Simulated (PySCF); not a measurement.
Gas-phase reaction: 2 PH3 + SiH = H3SiPH2 + PH2

Computed with PySCF (xtb for GFN2) and rigid-rotor harmonic-oscillator thermochemistry at 1 bar. † marks an energy on the PBE0/def2-TZVP geometry and frequencies; other levels use their own. 6-31G* has spherical d functions here. Open shells (unrestricted): SiH (multiplicity 2), PH2 (multiplicity 2); the rest are closed-shell singlets. GFN2 has no spin-polarisation term. Spin-orbit splitting is ignored; it lowers the true energy and changes the entropy of SiH. B3LYP is the form with VWN-RPA correlation. PH2: computed as isolated molecules; such fragments, hydroxides, amides, oligomers or adducts are transient or little studied in the gas.

ωB97M-V/def2-TZVP† gives ΔH°(298 K) = -215 kJ.

### Question
What do HF/6-31G*, GFN2-xTB, B3LYP/def2-TZVP† give?

### Answer
HF/6-31G*: -204 kJ; GFN2-xTB: -239 kJ; B3LYP/def2-TZVP†: -206 kJ. For scale, ΔH°(298 K) is -215 kJ at this level, -230 kJ at ωB97X-V/def2-TZVP†, and runs from -243 to -194 kJ over the 20 levels computed.
